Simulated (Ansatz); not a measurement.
The cluster LiAl2. Charge 0, multiplicity 2. Geometry PBE0-D4/def2-TZVP; atoms count from 1.

```csv
atom,x (Å),y (Å),z (Å)
Al1,-2.237,-1.295,-0.164
Al2,0.057,-0.088,-0.114
Li3,2.181,1.383,0.278
```

The charge 0 doublet is spin-contaminated (final ⟨S²⟩ up to 1.50, 0.75 for a pure state). Another isomer (doublet) lies 0.41 eV lower at PBE0-D4/def2-TZVP; other spin states weren't run for this one.

Question: Estimate the Mulliken populations from the PBE0/def2-TZVP orbitals of Ansatz.

Answer: 
```csv
atom,charge (e),spin (α − β)
Al1,-0.05,0.29
Al2,-0.47,0.70
Li3,0.51,0.02
```
Mulliken values depend strongly on the basis.

Question: Where does the spin sit?

Answer: Summed by element: Al 0.98, Li 0.02, of 1 unpaired in all. Largest on single atoms: Al2 0.70, Al1 0.29, Li3 0.02.

Question: And the Mayer bond orders between heavy atoms (over 0.3)?

Answer: Al1–Al2 1.28 (2.59 Å); Al2–Li3 0.61 (2.61 Å).
